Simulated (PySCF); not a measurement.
Ligands exchanged one at a time, Al F-H. Gas-phase values, no solvent. Strings in code marks are SMILES.

The HOMO–LUMO gap from two functionals at the same geometries (B3LYP-D3(BJ)/def2-TZVP), both in PySCF: PBE-D3(BJ)/def2-TZVP and ωB97X-D3(BJ)/def2-TZVP. 

| species | PBE-D3(BJ)/def2-TZVP (eV) | ωB97X-D3(BJ)/def2-TZVP (eV) |
|---|---|---|
| 0 of 3 F replaced by H (`[F][Al]([F])[F]`) | 7.20 | 14.81 |
| 1 of 3 F replaced by H (`[F][AlH][F]`) | 7.01 | 13.71 |
| 2 of 3 F replaced by H (`[F][AlH2]`) | 5.32 | 11.84 |
| 3 of 3 F replaced by H | 4.78 | 11.25 |

Over these rows, drawn at random from the members with no instability flagged (it was tested for open shells, ions and some series alone), PBE minus ωB97X-D3(BJ): mean -6.82 eV, from -7.61 eV to -6.47 eV.
